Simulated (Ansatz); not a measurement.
System: Cl (charge -1, singlet).

Basis-set convergence of Hartree-Fock and CCSD(T) correlation energies (hartree) with Ansatz (an electronic-structure program). Correlated levels leave the core frozen unless marked. Spin-orbit coupling is left out. No relativistic terms.

```tsv
basis	functions	E(HF)	E(corr, CCSD(T))
def2-SVPD	27	-459.41913	-0.17295
def2-TZVPPD	51	-459.56471	-0.22846
def2-QZVPPD	79	-459.57661	-0.24981
```

Extrapolating the two largest sets (X = 3 and 4) as X^-3: E(corr) = (64·(-0.24981) - 27·(-0.22846))/37 = -0.2654 Eh, an estimate of the basis-set limit. The largest set recovers 94.1 % of it, the smallest 65.2 %.
